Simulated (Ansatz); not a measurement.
H6SSi2 (`[SiH3][SiH2]S`). Total charge 0; spin multiplicity 1. Geometry: relaxed with PBE0-D4/def2-TZVP. It is one conformer, not always the lowest.

```xyz
9

Si   -1.300   -0.591   -0.605
Si    0.532    0.655    0.143
S     1.790   -0.715    1.209
H    -0.841   -1.692   -1.490
H    -2.222    0.293   -1.367
H    -2.029   -1.169    0.555
H     1.261    1.258   -1.006
H     0.086    1.763    1.030
H     2.724    0.197    1.531
```

(1) What is the dipole moment at ωB97M-V/def2-TZVPP? (Estimate.)

(2) And with PBE, r2SCAN, B3LYP? (Estimate.)

(3) Give the Mulliken charges with ωB97M-V, r2SCAN, PBE in def2-TZVPP. (Best estimate.)

Answers

(1) Computed: 0.91 D, with components (0.02, 0.89, -0.20) D in this frame, pointing from negative to positive charge.

(2) Computed: PBE 0.86 D, r2SCAN 0.92 D, B3LYP 0.91 D.

(3) The calculation gave: 
```
atom  ωB97M-V  r2SCAN    PBE
 Si1     0.05    0.17   0.11
 Si2     0.16    0.29   0.22
  S3    -0.25   -0.27  -0.25
  H4    -0.01   -0.05  -0.03
  H5    -0.02   -0.06  -0.04
  H6    -0.01   -0.05  -0.03
  H7    -0.02   -0.07  -0.05
  H8    -0.02   -0.07  -0.05
  H9     0.12    0.11   0.12
```

B3LYP here is the variant with VWN-RPA as its local correlation; programs differ in this.
